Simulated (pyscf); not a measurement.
# `[SH]`, doublet

Gas-phase minimum from PySCF at ωB97X-D3(BJ)/def2-SVP, one conformer. 

```xyz
2

S      0.7202    -0.1138    -0.4671
H      1.6581     0.8569    -0.4160
```
Charge 0, spin multiplicity 2.

Bonds (Å): S1–H2 1.351.

Properties at ωB97X-D3(BJ)/def2-SVP:

```
Item                                                                                                                             Value
---------------------------------------------------------------------------------------------------------------------  ---------------
Harmonic wavenumbers, unscaled                                                                                               2749 cm⁻¹
Zero-point energy                                                                                                         3.9 kcal/mol
Rotational symmetry number                                                                                                           1
Entropy of this conformer at 298 K and 1 atm, rigid rotor and harmonic oscillator, modes under 100 cm⁻¹ raised to 100  192.1 J/(mol K)
Dipole moment                                                                                                                   1.04 D
Spin expectation value S2                                                                                                        0.752
```

Single-point totals, which compare only within one level (frozen core for MP2 and CC):

| level | total energy (hartree) |
|---|---|
| ωB97X-D3(BJ)/def2-TZVP | -398.76281 |
| PBE/def2-TZVP | -398.57749 |
| r²SCAN/def2-TZVP | -398.72415 |
| B3LYP-D3(BJ)/def2-TZVP | -398.77484 |
| PBE0-D3(BJ)/def2-TZVP | -398.61250 |
| M06-2X/def2-TZVP | -398.73081 |
| ωB97M-D3(BJ)/def2-TZVP | -398.79837 |
| UHF/def2-TZVPP | -398.09862 |
| MP2/def2-TZVPP | -398.25020 |
| CCSD/def2-TZVPP | -398.27535 |
| CCSD(T)/def2-TZVPP | -398.28160 |

The CCSD(T) − MP2 part came from Ansatz, without density fitting, on the same reference. Left out: orbital degeneracy and the spin-orbit lowering of SH.
